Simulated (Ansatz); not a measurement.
Scan of [SiH3···H···H], doublet

Starting geometry:

```
atom    x (Å)    y (Å)    z (Å)
  Si  -0.0870   0.0000   0.0000
   H  -0.5819   1.3997   0.0000
   H  -0.5819  -0.6999   1.2122
   H  -0.5819  -0.6999  -1.2122
   H   1.3976   0.0000   0.0000
   H   2.7730   0.0000   0.0000
```

From there H5 is moved from one fragment to the other while all else, the fragments' distance too, stays fixed, so the hump isn't the reaction's barrier; atoms are numbered as listed. Energies are in kcal/mol, counted from the starting geometry at the same level.

Basis cc-pVTZ; Ansatz 0.2.0. Correlated methods freeze the noble-gas cores. Prefix R: restricted or restricted open-shell reference; prefix U: unrestricted. Active spaces: valence = (9e, 9o) chosen from the atoms' valence shells.

Runs in a small pair space aren't shown, since their orbitals change along the scan.

Full CI isn't at hand for all of this; UCCSDT(Q) serves as the reference, and is uncertain by about the last step of the cluster series. The frozen core follows each run's orbitals, which can shift R against U totals by a few meV.

```tsv
distance Si1-H5 (Å)	UCCSDT(Q)	error RHF	error RMP2	error UCCSD	error RCCSDT	error UCCSDT	error CASSCF (valence space)
1.485	0.0	0.0	0.0	0.0	0.0	0.0	0.0
1.575	0.4	2.4	0.9	0.1	0.0	0.0	0.5
1.755	1.4	9.4	2.3	0.4	0.0	0.0	1.9
1.935	-4.2	9.5	2.3	0.3	0.0	0.0	2.5
2.115	-10.3	5.5	1.4	0.0	0.0	0.0	2.5
```

Errors are those of relative energies. In total energy the starting point itself misses UCCSDT(Q) by: RHF 117.6, RMP2 23.3, UCCSD 3.3, RCCSDT 0.1, UCCSDT 0.1, CASSCF (valence space) 81.9 kcal/mol.

Spread of the error over the points with a reference, to 2.115 Å (largest less smallest): UCCSDT 0.0, RCCSDT 0.0, UCCSD 0.4, RMP2 2.3, CASSCF (valence space) 2.5, RHF 9.5 kcal/mol.
